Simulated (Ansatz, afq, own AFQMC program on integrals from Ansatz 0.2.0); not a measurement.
# BH4, doublet: AFQMC among the cluster methods

```xyz
5

B     0.0000    0.0000    0.0000
H     0.5420    1.0619    1.0595
H    -0.5546   -1.0557    1.0593
H    -0.5395    1.0569   -1.0658
H     0.5521   -1.0632   -1.0530
```

Basis 6-31G. Noble-gas cores (and the filled d shells of Ga–Kr and In–Xe) are frozen. AFQMC by an in-house program on the Cholesky factors that Ansatz 0.2.0 writes for its CCSD(T) run. The CISD trial takes its coefficients from CCSD amplitudes. Released means that phaseless walkers are propagated on without the constraint, phases kept. Uncertainties: one standard error, sampling alone.

Determinant: UHF, the one that the program's search chose, which needn't be the lowest solution. The geometry is a point of a scan.

Full CI on the same integrals is exact in this basis and with this determinant's frozen core.

Cautions: raised T1 diagnostic (T1 0.041, weight of the determinant 0.87, largest double 0.08); unrestricted determinant spin contaminated (⟨S²⟩ 0.87 against 0.75); the released energies are still falling, so no released level is given (meV from the phaseless value at times in 1/Eh: -1.4 ± 2.4 at 0.24, -6 ± 3 at 0.51, -7 ± 4 at 0.99, -13.6 ± 2.1 at 1.62, -16.9 ± 1.7 at 2.40).

```
T1 diagnostic                               : 0.0412
weight of the determinant in the CISD state : 0.867
⟨S²⟩ of the determinant                     : 0.868
size of the correlated space                : 7 electrons in 16 orbitals
```

| level | correlation energy (eV) |
| --- | --- |
| MP2 | -1.9630 |
| CCSD | -3.0286 |
| CCSD(T) | -3.1195 |

(1) Estimate where phaseless AFQMC with a CISD trial lies against CCSD(T) on the same integrals.

(1) 23.7 ± 4.1 meV below CCSD(T).

Reference: full CI, correlation energy -3.168 eV.

| level | E − E(reference) (meV) | share of correlation (%) |
| --- | --- | --- |
| CCSD(T) | 48.7 | 98.46 |
| CCSDT | 3.2 | 99.90 |
| CCSDT(Q) | 1.1 | 99.97 |
| CCSDTQ | 0.0 | 100.00 |
| ph-AFQMC/HF | 104.8 ± 20.5 | 96.69 |
| ph-AFQMC/CISD | 25.0 ± 4.1 | 99.21 |

CCSDT and higher add their correlation energy to the determinant of the CCSD(T) run, since their own runs factorise the integrals more tightly (a shift of under 2 meV). A walk keeps the symmetry of its determinant, which the program's search chose and which needn't be the lowest solution, so a lower state of the same spin and another symmetry isn't excluded.
